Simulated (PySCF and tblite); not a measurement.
Values are calculated unless marked as measured or tabulated.
Stationary points of 2-chloroacrylic acid at PBE0-D3(BJ)/def2-SVP, in Å:

Structure A

```
 1 C    -1.503   -0.211    0.214
 2 C    -0.439    0.510   -0.152
 3 Cl   -0.547    2.122   -0.745
 4 C     0.919   -0.055   -0.062
 5 O     1.166   -1.228    0.354
 6 O     1.985    0.543   -0.381
 7 H    -2.514    0.196    0.153
 8 H    -1.349   -1.227    0.581
 9 H     2.282   -0.650    0.039
```

Structure B

```
 1 C    -1.414   -0.231    0.207
 2 C    -0.410    0.562   -0.177
 3 Cl   -0.667    2.164   -0.751
 4 C     1.027    0.146   -0.151
 5 O     1.174   -1.106    0.303
 6 O     1.946    0.836   -0.492
 7 H    -2.449    0.112    0.172
 8 H    -1.196   -1.239    0.562
 9 H     2.125   -1.290    0.286
```

Structure C

```
 1 C    -1.565   -0.190    0.223
 2 C    -0.433    0.430   -0.120
 3 Cl   -0.413    2.047   -0.723
 4 C     0.875   -0.286    0.018
 5 O     0.961   -1.414    0.429
 6 O     1.922    0.444   -0.357
 7 H    -2.534    0.302    0.135
 8 H    -1.503   -1.214    0.598
 9 H     2.704   -0.114   -0.227
```

Geometries: PBE0-D3(BJ)/def2-SVP; energies: PBE0/pcSseg-1 + D3(BJ); zero-point and thermal terms from GFN2-xTB harmonic modes (soft modes blended into free rotors).

Q: Which structure is a saddle point, and along which motion?

A: A: one imaginary mode (1792i cm⁻¹ at GFN2-xTB, mostly on H9), along the shift of hydrogen on O6 from O6 to O5.

Q: Give their symmetry and energies above the lowest.

A: A Cs, 33.6 kcal/mol; B Cs, 0.4 kcal/mol; C Cs, 0.0 kcal/mol.

Tunnelling of the moving H, left out here, will speed the real process. In real samples such hydrogens mostly exchange between molecules or through solvent, far faster than by this path.
